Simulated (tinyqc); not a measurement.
Worked calculation (part 3 of 3): UHF in the sto-3g basis, for NH3, spin multiplicity 1. Computed by tinyqc, a small Python program that keeps every step (integrals from PySCF). Command: `OMP_NUM_THREADS=1 python tinyqc.py 31393 31394 out.jsonl` (the two numbers bound the seeds that draw the settings). One thread of a shared host (Intel(R) Xeon(R) Processor @ 2.60GHz), about 0.1 s of CPU time with the checks.

Geometry (angstrom):
```
atom,x,y,z
N,0.000000,0.000000,0.214000
H,1.182000,0.000000,0.000000
H,-0.591000,1.024000,0.000000
H,-0.591000,-1.024000,0.000000
```

## Populations, bond orders and dipole

D(alpha) after iteration 15, lower triangle:
```
,1N 1s,1N 2s,1N 2px,1N 2py,1N 2pz,2H 1s,3H 1s,4H 1s
1N 1s,1.040591
1N 2s,-0.164034,0.697548
1N 2px,0.000006,-0.000046,0.318687
1N 2py,0.000000,0.000000,0.000000,0.318664
1N 2pz,-0.037626,0.194411,0.000005,0.000000,0.927194
2H 1s,-0.036645,0.106178,0.293763,0.000000,-0.103756,0.307445
3H 1s,-0.036649,0.106246,-0.146887,0.254398,-0.103785,-0.098738,0.307460
4H 1s,-0.036649,0.106246,-0.146887,-0.254398,-0.103785,-0.098738,-0.098726,0.307460
```

D(beta) after iteration 15, lower triangle:
```
,1N 1s,1N 2s,1N 2px,1N 2py,1N 2pz,2H 1s,3H 1s,4H 1s
1N 1s,1.040592
1N 2s,-0.164039,0.697575
1N 2px,0.000005,-0.000041,0.318709
1N 2py,0.000000,0.000000,0.000000,0.318679
1N 2pz,-0.037630,0.194441,0.000001,0.000000,0.927174
2H 1s,-0.036643,0.106170,0.293762,0.000000,-0.103776,0.307426
3H 1s,-0.036646,0.106233,-0.146889,0.254399,-0.103806,-0.098728,0.307453
4H 1s,-0.036646,0.106233,-0.146889,-0.254399,-0.103806,-0.098728,-0.098715,0.307453
```

overlap S, lower triangle:
```
,1N 1s,1N 2s,1N 2px,1N 2py,1N 2pz,2H 1s,3H 1s,4H 1s
1N 1s,1.000000
1N 2s,0.235038,1.000000
1N 2px,0.000000,0.000000,1.000000
1N 2py,0.000000,0.000000,0.000000,1.000000
1N 2pz,0.000000,0.000000,0.000000,0.000000,1.000000
2H 1s,0.037400,0.384293,0.363065,0.000000,-0.065733,1.000000
3H 1s,0.037374,0.384127,-0.181428,0.314352,-0.065695,0.110227,1.000000
4H 1s,0.037374,0.384127,-0.181428,-0.314352,-0.065695,0.110227,0.110128,1.000000
```

Mulliken: Z minus the diagonal of D S on the atom; Loewdin: the same with S^(1/2) D S^(1/2); Mayer order: 2 sum_s sum (D(s) S)_ij (D(s) S)_ji over the two atoms.

Charges (e):
```
atom,Mulliken,Loewdin,Mulliken spin
1N,-0.368523,-0.266723,-0.000034
2H,0.122847,0.088896,0.000020
3H,0.122838,0.088914,0.000007
4H,0.122838,0.088914,0.000007
```

Mayer bond orders:
```
pair,order
2-1,0.930090
3-1,0.930074
3-2,0.027410
4-1,0.930074
4-2,0.027410
4-3,0.027428
```

dipole moment about the origin, x y z (debye): 0.000032  0.000000  -1.038269

<S^2> of the determinant (pure state: 0) = 1.92e-09
